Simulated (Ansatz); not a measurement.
C2H− (SMILES [C-]#C): where methods fail along a bond

C2H−: 3 atoms, total charge -1, spin state singlet. SMILES: `[C-]#C`. Geometry: relaxed at PBE0-D4/def2-TZVPD.

```tsv
atom	x (Å)	y (Å)	z (Å)
C	0.6297	0.8964	0.4456
C	-0.0298	-0.0424	-0.0209
H	-0.5999	-0.8540	-0.4247
```

The C2–H3 distance is scanned; the parts on either side stay rigid. Basis STO-3G, 2 core orbitals frozen in the correlated methods; program Ansatz 0.2.0. FCI is exact within this basis and core. Energies in eV from each method's value at 1.071 Å; methods without a U are spin-restricted. The set has no diffuse functions, which an anion needs. The shape above is that at 1.071 Å.

```json
{"distance (Å)": "1.071", "revPBE": "0.00", "BHLYP": "0.00", "HSE06": "0.00", "MP2": "0.00", "CCSD": "0.00", "CCSDT(Q)": "0.00", "CCSDTQ": "0.00", "FCI": "0.00"}
{"distance (Å)": "1.339", "revPBE": "0.67", "BHLYP": "0.99", "HSE06": "0.87", "MP2": "0.87", "CCSD": "0.76", "CCSDT(Q)": "0.74", "CCSDTQ": "0.74", "FCI": "0.74"}
{"distance (Å)": "1.606", "revPBE": "1.94", "BHLYP": "2.71", "HSE06": "2.41", "MP2": "2.47", "CCSD": "2.19", "CCSDT(Q)": "2.12", "CCSDTQ": "2.12", "FCI": "2.12"}
{"distance (Å)": "2.142", "revPBE": "4.00", "BHLYP": "5.68", "HSE06": "4.98", "MP2": "4.91", "CCSD": "4.36", "CCSDT(Q)": "4.03", "CCSDTQ": "4.05", "FCI": "4.04"}
{"distance (Å)": "2.677", "revPBE": "5.17", "BHLYP": "7.42", "HSE06": "6.44", "MP2": "5.67", "CCSD": "5.30", "CCSDT(Q)": "4.73", "CCSDTQ": "4.78", "FCI": "4.76"}
```

Departure from the FCI curve at its largest: revPBE +0.40 eV at 2.68 Å; BHLYP +2.66 eV at 2.68 Å; HSE06 +1.68 eV at 2.68 Å; MP2 +0.91 eV at 2.68 Å; CCSD +0.54 eV at 2.68 Å; CCSDT(Q) -0.03 eV at 2.68 Å; CCSDTQ +0.02 eV at 2.68 Å. Restricted functionals keep the electrons paired too, and rise too high.
